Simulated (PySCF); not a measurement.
**Ionisation energy of Cl by level of theory**

Cl [Ne] 3s2 3p5 (2P) → Cl+ [Ne] 3s2 3p4 (3P), as a difference of total energies. All numbers are calculated (PySCF 2.14, no relativity, point nucleus, in aug-cc-pwCVDZ). Correlated levels: valence: [Ne] frozen. The calculations carry no spin-orbit coupling.

```tsv
method	ionisation energy (eV)
UHF	11.821
MP2 (valence)	12.614
SCS-MP2 (valence)	12.591
CCSD (valence)	12.546
CCSD(T) (valence)	12.571
CCSDT (valence)	12.571
```

**Question.** How much does correlation contribute at CCSD(T) (valence)?

**Answer.** 12.571 − (11.821) = 0.750 eV, measured against UHF.

Errors of the correlated levels include the incompleteness of this basis and the frozen core.

For comparison: 12.974 eV (measured; NIST levels, between the centres of gravity of the two terms).
